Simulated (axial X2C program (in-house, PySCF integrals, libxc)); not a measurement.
Correcting the dissociation energy of SO for spin–orbit coupling

A spin-free PBE0 curve (one-electron X2C) was computed with an in-house all-electron X2C program for linear molecules (integrals from PySCF), basis S dyall-av3z [9s8p3d2f], O dyall-av3z [7s6p3d2f] (cores contracted in-house), for the state M_S = 1, Λ = 0 (beyond evenly filled blocks: π+α, π-α). It gives D0 = 5.271 eV to S + O, which in a spin-free picture are the weighted means of the ground terms.

Measured levels of the ground terms (NIST Handbook of Basic Atomic Spectroscopic Data), in cm⁻¹: S 3P: J = 2 at 0, J = 1 at 396.1, J = 0 at 573.6; O 3P: J = 2 at 0, J = 1 at 158.3, J = 0 at 227.

The molecular state has Λ = 0, so it has no first-order lowering.

Question: How far does each ground level lie under the (2J+1)-weighted mean of its term?

Answer: S: (5 × 0 + 3 × 396.1 + 1 × 573.6)/9 = 196 cm⁻¹; O: (5 × 0 + 3 × 158.3 + 1 × 227)/9 = 78 cm⁻¹.

Question: Correct D0.

Answer: D0 = 5.271 + (0 − 274)/8065.5 = 5.237 eV at PBE0 with these spin–orbit terms.

Second-order spin–orbit effects in the molecule, which grow quickly with Z, are left out. The state is one determinant whose occupation by symmetry is held fixed; it was picked as the lowest of a PBE0 search that is not exhaustive. De is counted from the lowest determinant-based energies of the atoms at the same level, without counterpoise correction. Other states lie close and PBE0, whose exact exchange favours high spin, may order them wrongly; the determinant shown need not be the ground state. The nearest other spin-free determinant of the search, M_S = 0, Λ = 2, lies 0.91 eV up at the distance of the search.
